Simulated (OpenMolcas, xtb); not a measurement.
A ladder of methods for BH2ClO (SMILES OBCl)

BH2ClO: 5 atoms, total charge 0, spin state singlet. SMILES: `OBCl`. Geometry: relaxed at PBE0-D4/def2-TZVP. This is one conformer, not always the lowest.

```csv
atom,x (Å),y (Å),z (Å)
O,-0.8633,-0.6186,-0.0029
B,0.3790,-0.1372,0.1379
Cl,0.7886,1.4960,-0.3953
H,-1.4777,0.0012,-0.4097
H,1.2233,-0.8151,0.6286
```

Quantity: the dipole moment, in D. The values are calculated.

| level | kind | program | value (D) | CPU time |
| --- | --- | --- | --- | --- |
| GFN1-xTB | semi-empirical | xtb | 1.53 | under 2 s |
| HF/def2-SVPD | Hartree–Fock | OpenMolcas | 0.94 | 6.4 s |
| SVWN5/def2-SVPD | LDA | OpenMolcas | 1.14 | 15 s |
| BLYP/def2-SVPD | GGA | OpenMolcas | 1.10 | 22 s |
| TPSS/def2-SVPD | meta-GGA | OpenMolcas | 1.12 | 30 s |
| B3LYP/def2-SVPD | global hybrid | OpenMolcas | 1.06 | 24 s |
| BHLYP/def2-SVPD | global hybrid | OpenMolcas | 1.00 | 20 s |

The values span 0.94 to 1.53 D. Magnitudes only: a small dipole may point the other way at some levels. Times are those of the runs behind each value, whatever else they computed, on shared processors of several kinds: orders of magnitude only.
